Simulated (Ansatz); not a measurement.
# AlBH3 (quartet): the correlation ladder, cc-pVTZ

An exercise on one series of results from a longer session: the logs are not shown, and one member is left open.

Method: cc-pVTZ, core rule «outside noble gas», up to 6 orbitals frozen; program: Ansatz 0.2.0, Gaussian basis.

Plan: UHF; CCSD(T) on ROHF; CCSD(T) on UHF; BCCD(T) on ROHF; CCSDT(Q) on ROHF; CCSDT(Q) on UHF.

10 further runs of the same task are left out: 6 for a known fault of the program, 4 set aside as unsound or not needed.

### What is computed

The geometry is a PBE0/def2-TZVP stationary point (not a proven minimum) of the parent state, kept for this charge and spin.

5 atoms, charge 0, spin multiplicity 4.

Atoms are counted from 1 here; the program's logs count them from 0.

Bond lengths: B1–Al2 1.995 Å, B1–H3 1.197 Å, B1–H4 1.197 Å, Al2–H5 1.587 Å. Angles: Al2–B1–H3 119.3°, Al2–B1–H4 119.3°, H3–B1–H4 121.4°, B1–Al2–H5 180.0°.

Set-up of the first run:

Contents of in.yaml:

```yaml
crystal:
  periodic: [false, false, false]
  atoms:
    - {symbol: B, position_ang: [0.000000, 0.000000, 1.378062]}
    - {symbol: Al, position_ang: [0.000000, 0.000000, -0.616560]}
    - {symbol: H, position_ang: [0.000000, 1.043975, 1.963476]}
    - {symbol: H, position_ang: [0.000000, -1.043975, 1.963476]}
    - {symbol: H, position_ang: [0.000000, 0.000000, -2.203146]}
basis:
  gaussian: {orbitals: cc-pVTZ}
magnetization: {spin_polarized: true, initial_magnetization: 3}
hamiltonian: {xc: hf}
output: {orbitals: {seedname: orbitals}}
```

On the command line:

```sh
> ansatz run in.yaml --threads 1 --pin off --events-out ev --progress --plain --max-ram 3968MiB --backend cpu
```

Steps of the session up to this table: UHF; CCSD(T) on ROHF; CCSD(T) on UHF; BCCD(T) on ROHF; CCSDT(Q) on ROHF; CCSDT(Q) on UHF.

One of the session's tables, all rows but one given; the rest of the session is left out.

| method | from UCCSDT(Q) (meV) |
| --- | --- |
| ROHF | +5349.8 |
| UHF | +5269.6 |
| RMP2 | +1164.7 |
| UMP2 | ? |
| RCCSD | +238.8 |
| UCCSD | +237.1 |
| RCCSD(T) | +54.3 |
| UCCSD(T) | +54.1 |
| BCCD(T) | +54.0 |
| RCCSDT | +9.5 |
| UCCSDT | +7.9 |
| RCCSDT(Q) | +2.8 |
| UCCSDT(Q) | 0 |

**Question.** Estimate the row for UMP2.

The run gave: from UCCSDT(Q) (meV): +1174.0. In the column «from UCCSDT(Q) (meV)» it lies between RMP2 (+1164.7) and UHF (+5269.6).

Limits of these values: Restricted and unrestricted rows rest on different reference determinants; where their highest levels disagree by more than a few hundredths of an eV, they describe different states and don't form one ladder.
